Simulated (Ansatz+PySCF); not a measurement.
The numbers below are computed, except where a source is named.
## Ansatz (development build ahead of 0.2.0) run

```yaml
crystal:
  periodic: [false, false, false]
  atoms:
    - { symbol: C, position_ang: [0.04848, 0.59354, 0.0] }
    - { symbol: O, position_ang: [0.04848, -0.58073, 0.0] }
    - { symbol: H, position_ang: [-0.84439, 1.19655, 0.0] }
basis:
  gaussian: { orbitals: cc-pVTZ }
magnetization:
  spin_polarized: true
  initial_magnetization: 1
hamiltonian:
  xc: hf
correlation:
  method: ccsd_t
  frozen_orbitals: { C: 1, H: 0, O: 1 }
scf:
  omitted_lower_state_checks: [stability, starts, atomic_configurations, cluster_reference, orbital_swaps, given_window_search, neighbouring_geometries, increment]
```

The input is written out in the form of the current development build from the run's settings.

The run gave:

```yaml
Converged: yes
Reference_energy: -113.29238 hartree
CCSD_correlation_energy: -0.37382 hartree
Triples_correction: -0.01677 hartree
Total_energy: -113.68297 hartree
Spin_squared_of_the_determinant: 0.765
```
